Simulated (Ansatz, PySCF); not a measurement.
System: C2Cl4, charge 0, multiplicity 1. 
Structure (B3LYP-D3(BJ)/def2-TZVP (Ansatz, a first-principles code) minimum search):
```
C
C 1 1.3392
Cl 1 1.7185 2 122.37
Cl 2 1.7185 1 122.37 3 180.00
Cl 1 1.7185 2 122.37 4 0.00
Cl 2 1.7185 1 122.37 3 0.00
```
Charge 0, spin multiplicity 1.

Total electronic energies in hartree. Cores are frozen in the correlated levels unless marked. No spin-orbit coupling. Non-relativistic. CBS marks a two-point X^-3 extrapolation of the correlation energy; Hartree-Fock from the larger set. The bracket is a focal-point correction in the basis named.

The Hartree-Fock reference is unstable (checked in the largest basis), which strains HF and MP2. 

```tsv
level	program	energy (Eh)
HF/6-31G	Ansatz	-1913.46230
HF/def2-TZVPD	PySCF	-1913.75510
HF-D4/def2-TZVPD	PySCF + dftd4	-1913.78959
revPBE-D3(BJ)/def2-TZVPD	Ansatz + dftd3	[?]
B3LYP/def2-TZVPD	Ansatz	-1917.11185
r2SCANh-D4/def2-TZVPD	Ansatz + dftd4	[?]
B2GP-PLYP-D4/def2-TZVPD	Ansatz + dftd4	[?]
SCS-MP2/cc-pV(D+d)Z	Ansatz	-1914.49053
RI-MP2/CBS(cc-pV(T+d)Z,cc-pV(Q+d)Z)+[CCSD(T)-MP2]/cc-pV(T+d)Z	Ansatz	-1915.1565
```

Task: Complete the blanks.

Result: 
- revPBE-D3(BJ)/def2-TZVPD, energy (Eh): -1916.73273
- r2SCANh-D4/def2-TZVPD, energy (Eh): -1916.88901
- B2GP-PLYP-D4/def2-TZVPD, energy (Eh): -1916.27862
